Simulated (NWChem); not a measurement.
System: CH₅N anion, doublet; SMILES of the neutral closed-shell parent NC

Here is an NWChem input.

```
start job
memory heap 200 mb stack 900 mb global 1100 mb
charge -1
geometry units angstroms noautosym nocenter noautoz
  C     -0.000043     0.693231    -0.023108
  N      0.000278    -0.771813    -0.121918
  H     -0.888594     1.103783    -0.532687
  H      0.890701     1.103827    -0.528827
  H     -0.002254     1.076082     1.021159
  H     -0.818686    -1.119875     0.395001
  H      0.817829    -1.119650     0.397391
end
basis spherical
  * library def2-svpd
end
dft
  odft
  mult 2
  xc pbe0
  iterations 150
end
cosmo
  do_cosmo_smd true
  solvent water
end
task dft energy
```

All runs use the structure optimised with B3LYP/def2-SVPD, spin-unrestricted. The spin multiplicity was typed, not searched, and may not be the lowest. No stability test was run on the SCF state. The gas-phase anion has a positive highest level at the geometry level, so the gas reference is doubtful. Solvent: water.

Level: PBE0/def2-SVPD with SMD (1 M gas to 1 M solution), gas-phase geometry. Reactions with the solvent are ignored.

Task: Give the results of this calculation. (PBE0/def2-SVPD, spin-unrestricted, SMD on the gas-phase geometry.) Quantities: solvation free energy (kcal/mol); cavity-dispersion-structure term (kcal/mol).

Result: 
| Quantity | Value |
|---|---|
| solvation free energy (kcal/mol) | -58.1 |
| cavity-dispersion-structure term (kcal/mol) | 0.9 |
